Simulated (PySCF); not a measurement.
Rows and methods have been separated. Pair them.

Cyclobutane, C4H8.
Atom-mapped SMILES: `[CH2:1]1[CH2:2][CH2:3][CH2:4]1` (hydrogens: H5, H6 on C1; H7, H8 on C2; H9, H10 on C3; H11, H12 on C4)

The closed-shell ground state was solved 6 times with PySCF (density fitting, gas phase), always in the pcJ-1 basis (188 functions), with these functionals: B3LYP, BHandHLYP, CAM-B3LYP, HF, KT2 and PBE0. Geometry: PBE0-D3(BJ)/def2-SVP; no solvent, vibrations or thermal averaging.

```
row  total energy (Eh)  HOMO (eV)  LUMO (eV)
  P          -156.0967     -11.91       4.47
  Q          -160.0234      -7.33       0.67
  R          -157.1106      -9.91       2.29
  S          -157.0241      -8.62       1.60
  T          -157.1225     -10.05       2.45
  U          -157.2255      -8.42       1.27
```

Question: Which functional belongs to which row?

Answer: P = HF, Q = KT2, R = BHandHLYP, S = PBE0, T = CAM-B3LYP, U = B3LYP. By rising HOMO–LUMO gap: KT2 (GGA) 8.00 eV; B3LYP (global hybrid, 20 % exact exchange) 9.69 eV; PBE0 (global hybrid, 25 % exact exchange) 10.22 eV; BHandHLYP (global hybrid, 50 % exact exchange) 12.20 eV; CAM-B3LYP (range-separated hybrid) 12.50 eV; HF (all exact exchange) 16.38 eV. Total energies of different functionals aren't bounds to one another; each is stationary for its own functional.
